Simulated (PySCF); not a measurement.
Which method gave which barrier?

Saddle point of Si₂H₆O, singlet (Si₂H₆O ([OH][SiH2][SiH3]) → Si₂H₄O ([O][SiH][SiH3]) + H₂; bonds formed: H2–H4; bonds broken: Si1–H2, O3–H4), PBE0-D4/def2-TZVP structure:

Si1  (-0.852, -0.383, -0.243)
H2  (-0.338, -1.788, 0.704)
O3  (-0.954, -1.332, -1.486)
H4  (-0.522, -1.986, -0.199)
H5  (-2.046, -0.017, 0.575)
Si6  (0.912, 1.130, 0.107)
H7  (0.601, 2.381, -0.638)
H8  (1.008, 1.440, 1.559)
H9  (2.190, 0.556, -0.381)
(Å)

Program: PySCF 2.14 with density fitting (its default auxiliary sets; JK sets also for MP2 and CCSD(T)). Basis: def2-TZVPP, with def2-QZVPP for the basis limit. Cores are frozen in the correlated methods. Extrapolation: Hartree–Fock as exp(−7.88 √X), correlation as X^−2.97. Four methods, as single points on the PBE0-D4 structures, gave these electronic barriers from the start structure: 59.93, 63.90, 67.32, 83.77 kcal/mol.

Question: The methods were, in alphabetical order, HF, MP2, PBE-D4, r2SCAN-D4. Which gave which? (Judge from chemistry; the calculation decides.)

Answer: By the calculation: PBE-D4 59.93; r2SCAN-D4 63.90; MP2 67.32; HF 83.77 kcal/mol. For comparison, CCSD(T) at an estimated basis limit (MP2 extrapolated from triple and quadruple zeta, plus CCSD(T) − MP2 in triple zeta) gives 68.39 kcal/mol.

T1 diagnostic: at most 0.022.

Labels in which every atom is bracketed show which atoms are joined, not bond orders.

For scale, one of the runs: CCSD(T)/def2-TZVPP, 199 basis functions, launched by `OMP_NUM_THREADS=4 python run.py`. Time: 2.1 min of wall clock on 4 CPU threads of an Intel Xeon 6975P-C; the host was shared. Peak host memory: 2.1 GiB.
